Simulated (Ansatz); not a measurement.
Born–Oppenheimer molecular dynamics of CH₇ClSi (10 atoms, charge 0, multiplicity 1). It starts from a rough guess of a transition structure, not a stationary point.

Method: Ansatz, UKS revPBE-D4/STO-3G.

| Property | Result |
| --- | --- |
| ensemble | NVE (velocity Verlet) |
| time step | 0.5 fs |
| steps asked | 150 |
| starting velocities drawn for | 300 K |
| seed | 106014 |

First frame:

```xyz
10
Properties=species:S:1:pos:R:3
Si -0.354 0.697 -0.736
C 0.418 -0.987 0.408
H -1.798 0.783 -0.619
H 0.673 1.701 -0.951
H -0.220 -0.114 -1.978
H 0.092 0.192 1.069
Cl -0.469 1.798 1.499
H 0.668 -1.325 1.419
H 1.329 -1.074 -0.165
H -0.338 -1.671 0.052
```

Q: How far do the bonds stretch over the last three quarters of this one trajectory? (Pairs bonded in most of those frames.)

A: 
```tsv
bond	mean (Å)	spread (Å)	shortest	longest
Si1–H3	1.465	0.012	1.44	1.49
Si1–H4	1.464	0.012	1.45	1.49
Si1–H5	1.463	0.017	1.43	1.49
Si1–Cl7	2.232	0.203	1.94	2.46
C2–H6	1.122	0.069	1.03	1.35
C2–H8	1.111	0.023	1.07	1.15
C2–H9	1.107	0.037	1.05	1.16
C2–H10	1.107	0.016	1.08	1.14
```

Pairs bonded in part of these frames only: Si1–C2 18 %.

Mean temperature of the second half: 3176 K. The conserved energy stayed within 0.31 meV per atom of its start (net change 0.073 meV per atom), so the integration is sound. The kinetic energy rose, since the run started high on the potential surface and went downhill. It ends in pieces (CH4 + ClH3Si), so much of that is their flight and rotation, not heat. A run of 0.075 ps of so small a system gives no equilibrium averages. The orbitals were unrestricted but ended closed-shell. Limits of this set-up: minimal basis.

The run took 4.2 min on 1 thread of Arm Neoverse V2 (shared host), peak memory 0.1 GiB.
